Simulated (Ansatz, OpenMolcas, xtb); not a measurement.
**Loss of CH4: C2H4O2 → CO2 + CH4**

Species: C2H4O2 (methyl formate) `COC=O`, singlet; CO2 (carbon dioxide) `O=C=O`, singlet; CH4 (methane) `C`, singlet. 

Shapes, held fixed at every level: PBE0-D4/def2-TZVP. Flexible molecules stand in one conformer, not always the lowest. Programs: Ansatz 0.2.0, OpenMolcas 26.06, xtb 6.7.1. The zero-point and thermal change to 298 K, harmonic and unscaled (PBE0-D4/def2-TZVP), is -9.9 kJ/mol.

**The experiment to reproduce.** Tabulated heats of formation (Active Thermochemical Tables): C2H4O2 -357.8; CO2 -393.5; CH4 -74.5 kJ/mol, which give ΔH(298 K) = -110.2 kJ/mol.

```
                             level                   kind  ΔH (kJ/mol)  computed − measured
                          GFN2-xTB         semi-empirical       -113.7                 -3.5
                     HF/def2-TZVPP           Hartree–Fock       -125.8                -15.6
                  SPW92/def2-TZVPP                    LDA        -67.4                +42.8
                 PBE-D4/def2-TZVPP                    GGA       -110.2                  0.0
B3LYP/6-31G* (spherical functions)          global hybrid       -104.5                 +5.7
             r2SCAN0-D4/def2-TZVPP          global hybrid       -104.8                 +5.4
                 B2PLYP/def2-TZVPP          double hybrid       -122.5                -12.3
                     CCSD/def2-SVP  coupled cluster or CI       -115.3                 -5.1
              CCSD(T)/CBS estimate  coupled cluster or CI       -106.7                 +3.5
```

Nearest: PBE-D4/def2-TZVPP (0.0); farthest: SPW92/def2-TZVPP (+42.8). 6 of 9 levels lie within 10 kJ/mol. The CBS estimate extrapolates MP2 from def2-TZVPP and def2-QZVPP and adds CCSD(T) − MP2 in the triple-zeta set, cores frozen.
